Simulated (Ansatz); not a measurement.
# [SiH₃···H···BH₂], doublet: the ladder up to UCCSDT(Q)

Geometry: a point of a hydrogen-transfer path between rigid fragments, not a stationary point.

```yaml
atoms:
  - { symbol: Si, position_ang: [-1.0105, 0.0000, 0.0000] }
  - { symbol: H, position_ang: [-1.5054, 1.3997, 0.0000] }
  - { symbol: H, position_ang: [-1.5054, -0.6999, 1.2122] }
  - { symbol: H, position_ang: [-1.5054, -0.6999, -1.2122] }
  - { symbol: H, position_ang: [1.0195, 0.0000, 0.0000] }
  - { symbol: B, position_ang: [2.4075, 0.0000, 0.0000] }
  - { symbol: H, position_ang: [2.9165, 0.0000, 1.0770] }
  - { symbol: H, position_ang: [2.9165, 0.0000, -1.0770] }
```

Basis cc-pVDZ; Ansatz 0.2.0. Only valence electrons are correlated (noble-gas cores frozen), which leaves 13 electrons in 56 orbitals. R marks a restricted (for open shells ROHF) determinant, U an unrestricted one. Active spaces: pair = (3e, 3o) about the gap; frontier = (9e, 9o) about the gap.

Full CI isn't at hand for all of this; UCCSDT(Q) serves as the reference, and is uncertain by about the last step of the cluster series. The frozen core follows each run's orbitals, which can shift R against U totals by a few meV.

For open shells CISD is restricted-active-space CI with the open shells as a complete middle space.

The UHF ⟨S²⟩ is 0.767, the T1 diagnostic (RCCSD) is 0.0165 and the largest doubles amplitude (RCCSD) is 0.032. The T1 diagnostic (UCCSD) is 0.0119.

```tsv
level	E − E(UCCSDT(Q)) (kJ/mol)	share of correlation (%)	wall time
RHF	673.6	0.00	–
UHF	662.8	1.60	–
RMP2	150.2	77.70	–
UMP2	150.9	77.59	–
CISD	74.8	88.90	5.5 s
RCCSD	16.0	97.62	–
UCCSD	15.9	97.64	–
RCCSD(T)	3.4	99.50	11 s
UCCSD(T)	3.4	99.50	9.5 s
BCCD(T)	3.4	99.50	4.4 s
RCCSDT	0.4	99.94	–
UCCSDT	0.4	99.94	–
RCCSDT(Q)	0.0	100.00	6.5 s (H100)
CASSCF (pair space)	626.6	6.98	–
NEVPT2 (pair space)	149.1	77.86	1.4 s
MRCISD (pair space)	66.4	90.14	–
MRCISD+Q (pair space)	5.0	99.26	2.2 s (H100)
CASSCF (frontier space)	508.8	24.47	–
NEVPT2 (frontier space)	148.6	77.94	13 s (H100)
```

The correlation energy at UCCSDT(Q), counted from RHF, is -6.981 eV. That run took 5.5 s on 2 threads of AMD EPYC 7R13 with a shared H100 80 GB, shared host.

Times hold each run's SCF and search for its determinant on a shared host, so for small cases they say little of a method's own cost; rows without a card ran on 1 thread of AMD EPYC 7R13.
